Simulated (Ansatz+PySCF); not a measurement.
# singlet HF: levels of theory in one basis

```xyz
2

H     0.0000    0.0000   -1.1180
F     0.0000    0.0000    0.1242
```

Basis set: 6-31G (spherical functions). Frozen core: 1 orbital. Charge 0, multiplicity 1.

Computed with Ansatz (development build ahead of 0.2.0); each method stands on the lowest determinant of its kind that the runs found.

```csv
method,E − E(RHF) (eV),<S²> of the determinant
RHF,0.00,0.00
RHF-CCSD,-4.05,–
RHF-CCSD(T),-4.09,–
full CI (lowest root of this spin),-4.10,–
```

(1) What does RHF-MP2 give on the same scale?

(2) Is a single determinant a sound starting point here?

## Answers

(1) -3.93 eV.

At such a shape the full CI root can have another spatial symmetry than the determinants, so the rows needn't describe one state.

(2) Only with care. Unrestricted orbitals gain 0.00 eV and <S²> is 0.00 against 0.00 for a pure state, but bonds are stretched.

Caution for RHF-MP2, RHF-CCSD, RHF-CCSD(T): bonds are stretched, where a single reference can fail.
